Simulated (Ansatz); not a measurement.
Crystal: O5F2, cubic X2O5 type, 14 atoms in the cell.

Space group Pn-3m, simple cubic cell, positions in fractions of the edge: F (0 0 0), (0.5 0.5 0), (0.5 0 0.5), (0 0.5 0.5); O (0.5 0 0), (0 0.5 0), (0 0 0.5), (0.5 0.5 0.5), (0.75 0.75 0.25), (0.75 0.25 0.75), (0.25 0.75 0.75), (0.75 0.25 0.25), (0.25 0.75 0.25), (0.25 0.25 0.75).

These are results of Ansatz 0.2.0 development build, PBE, plane waves, PAW datasets (generated soft set 1), not measurements.

Cutoff 420 eV; k-mesh 22×22×22 Γ-centred; Fermi–Dirac smearing of 0.0612 eV; no spin polarisation.

Problem. What equilibrium volume, lattice constant and bulk modulus does this give?

Solution. V₀ = 8.686 Å³/atom (a₀ = 4.954 Å), B₀ = 121 GPa, B₀′ = 4.80. The points behind the fit:

```csv
V (Å³/atom),a (Å),E − E(min) (meV/atom),P (GPa)
8.163,4.8527,13.47,8.74
8.336,4.8869,5.78,5.50
8.510,4.9206,1.41,2.61
8.684,4.9538,0.00,0.04
8.857,4.9866,1.23,-2.26
9.031,5.0190,4.79,-4.29
9.205,5.0510,10.45,-6.11
```

The published all-electron PBE values for this crystal (mean of FLEUR and WIEN2k, k-spacing 0.06 Å⁻¹; Bosoni et al., Nat. Rev. Phys. 6, 45 (2024)) are V₀ = 8.685 Å³/atom, B₀ = 121.5 GPa, B₀′ = 4.85.

The stress includes the program's correction for the finite plane-wave basis.

This cubic structure is a model: it isn't the usual form of the substance at ambient conditions, and such phases are metastable or hypothetical.
